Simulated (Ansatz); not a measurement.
Input file:

```yaml
crystal:
  periodic: [false, false, false]
  atoms:
    - {symbol: B, position_ang: [0.000000, -0.188734, 0.770282]}
    - {symbol: N, position_ang: [0.000000, 0.083919, -0.707707]}
    - {symbol: H, position_ang: [0.000000, 0.858162, 1.572634]}
basis:
  gaussian: {orbitals: cc-pVDZ}
magnetization: {spin_polarized: true, initial_magnetization: 3}
hamiltonian: {xc: hf}
output: {orbitals: {seedname: orbitals}}
```

```sh
$ ansatz run in.yaml --threads 1 --pin off --events-out ev --progress --plain --max-ram 2393MiB
```

Task: Roughly how long does this take on 1 thread of Arm Neoverse V1, shared host, and how much host memory?

Result: 0.18 s wall and 0.06 GiB.

```
312 factors; integrals over basis functions are off by at most 9.9e-4 eV
mean field evaluation 1: about -2163.8677 eV, gradient 9.6e0 eV
mean field evaluation 2: about -2163.8693 eV, gradient 9.6e0 eV
mean field evaluation 4: about -2165.1991 eV, gradient 1.5e0 eV
mean field evaluation 8: about -2165.3211 eV, gradient 2.3e-1 eV
mean field evaluation 16: about -2164.5993 eV, gradient 2.4e0 eV
mean field evaluation 32: about -2160.9417 eV, gradient 1.7e1 eV
mean field -2165.32470546 eV, -79.5742152159 hartree, gradient 3.2e-5 eV, S^2 3.760838; 0 other end points of the search recorded, 0 dependent functions left out
reference -2165.32470546 eV, -79.5742152159 hartree; 8, 5 occupied and 25, 28 virtual orbitals, 312 factors
Total energy: -2165.32470546 eV, -79.5742152159 hartree
```
